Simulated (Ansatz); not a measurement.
# CH₅AlO: a ladder of functionals and wavefunction methods

How much do the methods differ for CH₅AlO? The plan is to run it at one geometry with functionals of several rungs and with coupled cluster, and see how far each lands from CCSD(T) at the basis-set limit for the atomisation energy.

Computed with Ansatz 0.2.0, Gaussian basis. Level: functionals in def2-TZVPP, the program's frozen cores in correlated methods.

Levels to be run: LDA (SPW92), PBE-D4, revPBE-D4, BLYP-D4, r2SCAN-D4, B97M-V, PBE0-D4, B3LYP-D4, r2SCANh-D4, r2SCAN0-D4, HSE06-D4, BHLYP-D4, CAM-B3LYP-D4, LC-ωPBE, ωB97X-V, ωB97M-V, B2PLYP, PBE-QIDH; CCSD(T)/def2-SVP; CCSD(T)/def2-TZVPP; MP2/def2-QZVPP; extrapolation to the limit; RPA on PBE.

## Step 1: Structure used throughout

The geometry comes from an earlier relaxation with PBE0-D4 in a triple-zeta def2 set; it is a stationary point, not always the lowest conformer.

SMILES `[CH3][AlH][OH]`, 8 atoms, charge 0, spin multiplicity 1.

Atoms are counted from 1 here; the program's logs count them from 0.

Bond lengths: C1–Al2 1.941 Å, C1–H4 1.095 Å, C1–H5 1.092 Å, C1–H6 1.095 Å, Al2–O3 1.701 Å, Al2–H7 1.589 Å, O3–H8 0.956 Å. Angles: Al2–C1–H4 111.0°, Al2–C1–H5 111.9°, Al2–C1–H6 111.2°, H4–C1–H5 107.9°, H4–C1–H6 106.4°, H5–C1–H6 108.2°, C1–Al2–O3 117.6°, C1–Al2–H7 124.2°, O3–Al2–H7 118.2°, Al2–O3–H8 122.5°.

## Step 2: LDA

This LDA is Slater exchange with PW92 correlation.

in.yaml reads:

```yaml
crystal:
  periodic: [false, false, false]
  atoms:
    - {symbol: C, position_ang: [-0.777886, 0.982158, -0.070932]}
    - {symbol: Al, position_ang: [0.579722, -0.394157, -0.239890]}
    - {symbol: O, position_ang: [0.544632, -1.676399, 0.876832]}
    - {symbol: H, position_ang: [-0.325105, 1.954535, 0.149280]}
    - {symbol: H, position_ang: [-1.491448, 0.755378, 0.724306]}
    - {symbol: H, position_ang: [-1.335670, 1.104960, -1.004782]}
    - {symbol: H, position_ang: [1.716753, -0.394544, -1.350160]}
    - {symbol: H, position_ang: [1.181201, -2.389131, 0.859547]}
basis:
  gaussian: {orbitals: def2-TZVPP}
hamiltonian: {xc: lda}
output: {orbitals: {seedname: orbitals}}
```

After this run come: PBE-D4 (GGA); revPBE-D4 (GGA); BLYP-D4 (GGA); r2SCAN-D4 (meta-GGA); B97M-V (meta-GGA); PBE0-D4 (hybrid); B3LYP-D4 (hybrid); r2SCANh-D4 (hybrid); r2SCAN0-D4 (hybrid); HSE06-D4 (hybrid); BHLYP-D4 (hybrid); CAM-B3LYP-D4 (range-separated); LC-ωPBE (range-separated); ωB97X-V (range-separated); ωB97M-V (range-separated); B2PLYP (double hybrid); PBE-QIDH (double hybrid); CCSD(T) in def2-SVP; CCSD(T) in def2-TZVPP; MP2 in def2-QZVPP; RPA on PBE orbitals.

Q: Predict the results of all the runs planned. Wanted: atomisation energy, CCSD(T)/CBS; farthest beyond LDA; mean size of error, GGA; mean size of error, meta-GGA; mean size of error, hybrid; mean size of error, range-separated; mean size of error, double hybrid; gap, smallest and largest; T1 diagnostic.

The runs gave:

```
                               quantity                                                      value
        atomisation energy, CCSD(T)/CBS                                              2819.2 kJ/mol
 functionals within 14.1 kJ/mol (0.5 %)  PBE-D4, r2SCAN-D4, B97M-V, CAM-B3LYP-D4, ωB97X-V, ωB97M-V
                    farthest beyond LDA                                    BHLYP-D4 (-87.4 kJ/mol)
                mean size of error, GGA                                                30.6 kJ/mol
           mean size of error, meta-GGA                                                 5.7 kJ/mol
             mean size of error, hybrid                                                42.4 kJ/mol
    mean size of error, range-separated                                                10.3 kJ/mol
      mean size of error, double hybrid                                                40.8 kJ/mol
              gap, smallest and largest                  5.30 eV (LDA (SPW92)), 12.31 eV (LC-ωPBE)
                          T1 diagnostic                                                     0.0114
triples share of the correlation energy                                                      3.3 %
```

What this shows: The LDA atomisation energy is off by 325.8 kJ/mol (12 %): it overbinds. PBE-D4 is off by -1.2 kJ/mol. Double hybrids carry the basis error of their MP2 part in triple zeta, and no dispersion term here, so their miss is partly the set-up's. The rungs meta-GGA, range-separated miss on average by less than the doubt on the reference (14.1 kJ/mol), so they tie. The reference freezes the cores and leaves out relativity and excitations past (T), so misses under about 14.1 kJ/mol can't be ranked. Hartree-Fock recovers 74 % of the binding; the rest is correlation. CCSD(T) in def2-SVP is off by -166.8 kJ/mol, so the small basis spoils what the method gains. The gap grows from 5.3 to 12.3 eV across the functionals, mostly with the share of exact exchange.
